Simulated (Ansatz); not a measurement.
Mulliken charges of `FC1CCO1` from B3LYP/def2-TZVPP in Ansatz (PBE0-D4/def2-TZVP geometry).

```
atom   x (Å)   y (Å)   z (Å)  charge (e)
  F1  -1.997  -0.436  -0.414      -0.226
  C2  -0.987   0.208   0.254       0.279
  C3   0.242   0.459  -0.610      -0.195
  C4   0.907  -0.565   0.313       0.054
  O5  -0.299  -0.668   1.098      -0.308
  H6  -1.453   1.038   0.792       0.060
  H7   0.113   0.162  -1.649       0.095
  H8   0.643   1.470  -0.555       0.087
  H9   1.740  -0.198   0.915       0.076
 H10   1.173  -1.522  -0.142       0.078
```

By hand: the dipole of these point charges (1 e Å = 4.8032 D).

Σ q r = (0.473, 0.314, -0.137) e Å, of length 0.584 e Å = 2.81 D.

How does the dipole of the full density compare? (Best estimate.)

The calculation gave: (0.436, 0.332, -0.161) e Å, 2.74 D; the point charges give 1.03 times that, at 5° from its direction.

Point charges leave out the atoms' own dipoles, such as those of lone pairs, and Mulliken's split depends on the basis, so the close match here is no proof of good charges.

B3LYP here is the variant with VWN-RPA as its local correlation; programs differ in this.
